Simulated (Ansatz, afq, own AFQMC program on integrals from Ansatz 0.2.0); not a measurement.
Integrals from Ansatz 0.2.0, then the random walk in our own AFQMC program (afq).

```yaml
crystal:
  periodic: [false, false, false]
  atoms:
    - {symbol: C, position_ang: [0.000000, 0.000000, -1.432467]}
    - {symbol: N, position_ang: [0.000000, 0.000000, -0.257167]}
    - {symbol: Ga, position_ang: [0.000000, 0.000000, 1.689633]}
basis:
  gaussian: {orbitals: cc-pVDZ}
magnetization: {spin_polarized: false}
correlation: {method: ccsd_t, electrons: outside_noble_gas, hamiltonian_folder: ham}
```

```sh
$ ansatz run in.yaml --threads 1 --pin off --events-out ev --progress --plain --max-ram 1843MiB
```

afq runs on the folder ham with

```
--method phaseless --trial hf --walkers 120 --populations 1 --least-time 40 --time-step 0.005 --steps-per-block 20 --equilibration-blocks 112 --max-blocks 600 --target-error 0.00126 --factor-cut 1e-05 --seed 8770 --taylor-order 6
```

Times are imaginary, in 1/Eh. The walk had a cap of 638 s. Filled inner d shells are frozen with the cores.

Log:

```
orbitals 39  electrons 6 6  factors 298 of 595
reference energy -2015.54883993 Eh
CCSD correlation -0.32248160 Eh in 11 cycles, weight of the determinant in the CISD state 0.8503
energy of the start -2015.548840 Eh
 block  time / (1/Eh)  mean weight  energy / Eh
     1     0.100  1.0029  -2015.628105
     2     0.200  1.0038  -2015.694420
     3     0.300  1.0033  -2015.710179
     4     0.400  1.0040  -2015.756936
     5     0.500  1.0006  -2015.774460
     7     0.700  1.0011  -2015.814319
     9     0.900  1.0026  -2015.862745
    18     1.800  1.0015  -2015.911432
    52     5.200  1.0000  -2015.883225
    86     8.600  0.9996  -2015.861175
   120    12.000  0.9994  -2015.885370
   154    15.400  0.9990  -2015.904917
   188    18.800  0.9977  -2015.916697
   222    22.200  0.9998  -2015.917928
   256    25.600  1.0011  -2015.859895
   290    29.000  1.0024  -2015.879148
   324    32.400  0.9985  -2015.885796
   358    35.800  0.9975  -2015.885986
   392    39.200  1.0008  -2015.887780
   426    42.600  1.0013  -2015.908346
   460    46.000  1.0006  -2015.885893
   494    49.400  1.0006  -2015.914807
   528    52.800  1.0020  -2015.928404
   562    56.200  0.9994  -2015.849347
   596    59.600  0.9991  -2015.903067
   630    63.000  0.9993  -2015.832139
   664    66.400  0.9980  -2015.843227
   698    69.800  0.9992  -2015.968187
blocks merged  error / Eh  count
     1  0.001336  600
     2  0.001759  300
     4  0.002227  150
     8  0.002720  75
    16  0.003190  37
    32  0.003760  18
    64  0.003795  9
energy -2015.887522 +/- 0.003760 Eh
(rows thinned)
```

The run passed its tests (sampling time, drift between the halves within three errors, error under three times the target), which doesn't prove that it has relaxed.

Against this walk (error 102.3 meV) on the same determinant: CCSD(T) 69.6 meV higher (within the noise), CCSDT(Q) 23.2 meV higher (within the noise), a separate phaseless walk with a CISD trial and standard settings 36.7 ± 105.5 meV higher (within the noise). The error is statistical and leaves out the bias of the constraint.

Cautions: constraint bias not in the error; error above the target (102.3 against 34.3 meV); no relativity below Rb; no spin-orbit coupling; inner d shell frozen.

The walk took 3 min on 1 thread of Arm Neoverse V1, on a shared host. The log's last line is the phaseless energy.

CCSDT and higher add their correlation energy to the determinant of the CCSD(T) run, since their own runs factorise the integrals more tightly (a shift of under 2 meV). A walk keeps the symmetry of its determinant, which the program's search chose and which needn't be the lowest solution, so a lower state of the same spin and another symmetry isn't excluded.
